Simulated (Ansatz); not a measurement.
## AlH4NSi, SMILES [NH]1[AlH][SiH2]1: a relaxed scan of one distance, step by step

Program: Ansatz 0.2.0, Python API.

The script reads `alh4nsi.xyz`:
```text
7

N    -0.74360   -0.00780   -0.79540
Al    0.29270   -1.36460   -0.08340
Si   -0.12000    0.79700    0.65600
H    -0.19780    0.42270   -1.63520
H     1.03600   -2.78210   -0.19860
H    -1.13010    1.03210    1.68150
H     0.92400    1.83470    0.32960
```

Interactive session:
```pycon
>>> import ansatz
>>> import numpy as np
>>> BASIS = 'def2-SVP'
>>> FUNCTIONAL = 'pbe0'
>>> system = ansatz.Crystal.molecule_from_extxyz('alh4nsi.xyz')
>>> job = system.calculation()
>>> job = job.basis(gaussian=BASIS)
>>> job = job.functional(FUNCTIONAL)
>>> symbols = [site.symbol for site in system.cartesian_sites]
>>> pairs = [(0, 1), (0, 2), (0, 3), (1, 2), (1, 4), (2, 5)]
>>> print('held (A)   E (eV)        ', '  '.join(f'{symbols[i]}{i}-{symbols[j]}{j}' for i, j in pairs))
held (A)   E (eV)         N0-Al1  N0-Si2  N0-H3  Al1-Si2  Al1-H4  Si2-H5
>>> for length in [1.34, 1.46, 1.58, 1.75, 1.97]:
...     summary = job.relax(constraints=[ansatz.DistanceConstraint((2, 5), at=length)], force_tolerance=0.02, max_steps=60).run(threads=1).report
...     xyz = np.array(summary['positions_ang'])
...     print(f'{length:6.2f} {summary["free_energy_ev"]:14.5f}  ', '  '.join(f'{np.linalg.norm(xyz[i] - xyz[j]):.3f}' for i, j in pairs))
...
DeckWarning: relax.constraints: the input's atoms, or those drawn, lie off the distances that are held; a relaxation that starts there is brought onto them ahead of its first SCF, by positions alone, [...]
  1.34   -16015.12595   1.781  1.787  1.015  2.313  1.583  1.340
  1.46   -16015.39292   1.782  1.784  1.016  2.311  1.582  1.460
  1.58   -16015.36052   1.783  1.782  1.016  2.309  1.582  1.580
  1.75   -16015.03710   1.784  1.778  1.016  2.306  1.580  1.750
  1.97   -16014.41495   1.785  1.775  1.016  2.303  1.580  1.970
```

Reading the output:
- Total energies depend on the basis set; only differences at equal settings carry meaning.
- Warnings are shown shortened and without file and line.
- The energies are electronic: no zero-point or thermal terms, and the basis set is short of its limit.
- It ran for 120 s on 1 thread of Arm Neoverse V1, on a shared host, peak memory 0.21 GiB.
